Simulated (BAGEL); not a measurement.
# SiO2 (SMILES O=[Si]=O) at HF/cc-pVTZ (density fitting with cc-pvqz-jkfit)

Aim: the energy change on altering one bond length of SiO2 at HF/cc-pVTZ (density fitting with cc-pvqz-jkfit), from 2 runs. 

The calculation is run with BAGEL 1.2.2.

2 further runs of the same task are left out: 2 that didn't finish. Runs told in other sessions of the task aren't counted.

### 1 The molecule

SiO2: 3 atoms, total charge 0, spin state singlet. SMILES: `O=[Si]=O`. The coordinates come from a PBE0-D4/def2-TZVP relaxation.

Bond lengths: O1–Si2 1.506 Å, Si2–O3 1.506 Å. Angles: O1–Si2–O3 180.0°.

### 2 The energy at HF/cc-pVTZ (density fitting with cc-pvqz-jkfit)

Contents of job.json:

```json
{ "bagel": [

{
  "title": "molecule",
  "basis": "cc-pvtz.json",
  "df_basis": "cc-pvqz-jkfit",
  "angstrom": true,
  "geometry": [
    { "atom": "O", "xyz": [       0.697730,       1.229600,       0.518760 ] },
    { "atom": "Si", "xyz": [      -0.000010,       0.000000,       0.000000 ] },
    { "atom": "O", "xyz": [      -0.697730,      -1.229610,      -0.518760 ] }
  ]
},

{ "title": "hf" },

{ "title": "print", "file": "orbitals.molden", "orbitals": true }

]}
```

The basis set cc-pVTZ is read from a file made from the Basis Set Exchange's data (not shown).

Launch:

```console
BAGEL_NUM_THREADS=1 BAGEL job.json > job.out
```

Log:

```text
* using 1 threads per process

  ===============================================================
  ===============================================================

  *** Geometry ***

  { "atom" : "O", "xyz" : [      1.318519,      2.323607,      0.980314 ] },
  { "atom" : "Si", "xyz" : [     -0.000019,      0.000000,      0.000000 ] },
  { "atom" : "O", "xyz" : [     -1.318519,     -2.323626,     -0.980314 ] },

  Number of auxiliary basis functions:      360

  Since a DF basis is specified, we compute 2- and 3-index integrals:
    o Being stored without compression. Storage requirement is 0.025 GB

  Number of basis functions:       94
  Number of electrons      :       30

    * METHOD: MOLECULE                             0.12

  *** RHF ***

  === Nuclear Repulsion ===
    89.9564389481

      * DIIS with orbital gradients will be used.

  === RHF iteration (cc-pvtz.json) ===
      0       -438.33864337          0.03073218           0.04
      1       -438.39971939          0.03036739           0.04
      2       -438.71796166          0.00102923           0.04
      3       -438.71884916          0.00043209           0.04
      4       -438.71901482          0.00012974           0.04
      5       -438.71903278          0.00003579           0.04
      6       -438.71903417          0.00000596           0.04
      7       -438.71903421          0.00000126           0.04
      8       -438.71903421          0.00000019           0.04
      9       -438.71903421          0.00000004           0.04
     10       -438.71903421          0.00000003           0.04
     11       -438.71903421          0.00000000           0.04
    * SCF iteration converged.

    * Permanent dipole moment:
           (    0.000027,    -0.000014,     0.000000) a.u.

    * METHOD: HF                                   0.52

    * METHOD: PRINT                                0.01

  ===============================================================
```

Run time: 0.89 s. Hardware: 1 thread of Arm Neoverse V2, shared host; peak memory 0.088 GiB.

### 3 The distorted shape at the same level

Contents of calc.json:

```json
{ "bagel": [

{
  "title": "molecule",
  "basis": "cc-pvtz.json",
  "df_basis": "cc-pvqz-jkfit",
  "angstrom": "true",
  "geometry": [
    { "atom": "O", "xyz": [    0.907039,    1.598457,    0.674378 ] },
    { "atom": "Si", "xyz": [   -0.000010,    0.000000,    0.000000 ] },
    { "atom": "O", "xyz": [   -0.697730,   -1.229610,   -0.518760 ] }
  ]
},
{ "title": "hf" },
{ "title": "print", "file": "orbitals.molden", "orbitals": "true" }

]}
```

The basis set cc-pVTZ is read from a file made from the Basis Set Exchange's data (not shown).

Launch:

```console
BAGEL_NUM_THREADS=1 BAGEL calc.json > calc.out
```

Log:

```text
* using 1 threads per process

  ===============================================================
  ===============================================================

  *** Geometry ***

  { "atom" : "O", "xyz" : [      1.714055,      3.020646,      1.274390 ] },
  { "atom" : "Si", "xyz" : [     -0.000019,      0.000000,      0.000000 ] },
  { "atom" : "O", "xyz" : [     -1.318519,     -2.323626,     -0.980314 ] },

  Number of auxiliary basis functions:      360

  Since a DF basis is specified, we compute 2- and 3-index integrals:
    o Being stored without compression. Storage requirement is 0.025 GB

  Number of basis functions:       94
  Number of electrons      :       30

    * METHOD: MOLECULE                             0.12

  *** RHF ***

  === Nuclear Repulsion ===
    79.4081368213

      * DIIS with orbital gradients will be used.

  === RHF iteration (cc-pvtz.json) ===
      0       -438.11622762          0.03312548           0.04
      1       -437.79434895          0.04791329           0.04
      2       -438.58198624          0.00600084           0.04
      3       -438.59636704          0.00305874           0.04
      4       -438.60286169          0.00106026           0.05
      5       -438.60530817          0.00057599           0.04
      6       -438.60603501          0.00023592           0.04
      7       -438.60614461          0.00002668           0.04
      8       -438.60614509          0.00002031           0.04
      9       -438.60614524          0.00000463           0.04
     10       -438.60614525          0.00000379           0.04
     11       -438.60614526          0.00000051           0.04
     12       -438.60614526          0.00000018           0.04
     13       -438.60614526          0.00000007           0.04
     14       -438.60614526          0.00000002           0.04
     15       -438.60614526          0.00000001           0.04
    * SCF iteration converged.

    * Permanent dipole moment:
           (    0.044147,     0.077748,     0.032806) a.u.

    * METHOD: HF                                   0.72

    * METHOD: PRINT                                0.01

  ===============================================================
```

Wall time 1 s (1 thread of Arm Neoverse V2, shared host); peak memory 0.14 GiB.

### 4 What came out

At HF/cc-pVTZ (density fitting with cc-pvqz-jkfit):

| quantity | value |
| --- | --- |
| first shape: total energy | -438.71903 Eh |
| first shape: dipole moment | 0.00 D |
| first shape: HOMO energy | -13.79 eV |
| first shape: LUMO energy | 0.20 eV |
| first shape: HOMO–LUMO gap | 14.00 eV |
| distorted shape: total energy | -438.60615 Eh |
| distorted shape: dipole moment | 0.24 D |
| distorted shape: HOMO energy | -13.50 eV |
| distorted shape: LUMO energy | -0.31 eV |
| distorted shape: HOMO–LUMO gap | 13.19 eV |
| energy change with the O1–Si2 bond stretched from 1.506 to 1.958 Å | 3.072 eV |

**Reading.** With the O1–Si2 bond stretched from 1.506 to 1.958 Å the energy rises by 3.07 eV (296 kJ/mol). The first shape isn't relaxed at this level, so the change isn't measured from a minimum.
